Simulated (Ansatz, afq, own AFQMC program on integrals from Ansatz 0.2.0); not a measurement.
## CH2Ge, singlet: AFQMC among the cluster methods

```xyz
4

Ge    0.0000    0.0000    0.3030
C     0.0000    0.0000   -1.4834
H     0.0000   -0.9122   -2.0790
H     0.0000    0.9122   -2.0790
```

Connectivity, by distances: Ge–CH2.

Basis cc-pVDZ. Only valence electrons are correlated. Ansatz 0.2.0 and our own AFQMC program on the same integrals; the CISD trial comes from CCSD amplitudes, and released means the phaseless constraint is let go. ± is one standard error of the sampling. No spin–orbit coupling.

Determinant: UHF, the one that the program's search chose, which needn't be the lowest solution. The geometry is a PBE0/def2-TZVP stationary point of this or a neighbouring charge and spin state.

No full CI on the walks' own integrals is used here; CCSDT(Q) serves as the reference and is uncertain by about the last step of the cluster series.

Cautions: no relativity below Rb; no spin-orbit coupling; inner d shell frozen; higher spins were not checked; an unrestricted solution with more broken spin lies lower (127 meV, ⟨S²⟩ 0.40), while this determinant keeps restricted orbitals.

The T1 diagnostic is 0.0157. The weight of the determinant in the CISD state is 0.863. The ⟨S²⟩ of the determinant is 0.000. The size of the correlated space is 10 electrons in 36 orbitals.

```tsv
level	correlation energy (eV)
MP2	-5.7973
CCSD	-6.5331
CCSD(T)	-6.7917
```

Q: Estimate where phaseless AFQMC with the Hartree–Fock trial lies against CCSD(T) on the same integrals.

A: 0.3 ± 7.1 kJ/mol below CCSD(T). The gap is under twice the noise, so this walk alone can't tell the two apart.

Reference: CCSDT(Q), correlation energy -6.838 eV. The released energy is read at 2.40 1/Eh (meV from the phaseless value at times in 1/Eh: 10 ± 15 at 0.24, 3 ± 12 at 0.51, 25 ± 14 at 0.99, 25 ± 16 at 1.62, 28 ± 17 at 2.40).

| level | E − E(reference) (kJ/mol) | share of correlation (%) |
| --- | --- | --- |
| CCSD(T) | 4.4 | 99.33 |
| CCSDT | 2.3 | 99.66 |
| ph-AFQMC/HF | 4.1 ± 7.1 | 99.37 |
| ph-AFQMC/CISD | -1.1 ± 1.6 | 100.17 |
| released AFQMC | 1.5 ± 1.7 | 99.77 |

A walk keeps the symmetry of its determinant, which the program's search chose and which needn't be the lowest solution, so a lower state of the same spin and another symmetry isn't excluded. Released energies are given only where the last usable release times agree within the noise; a slower fall can still hide under it.
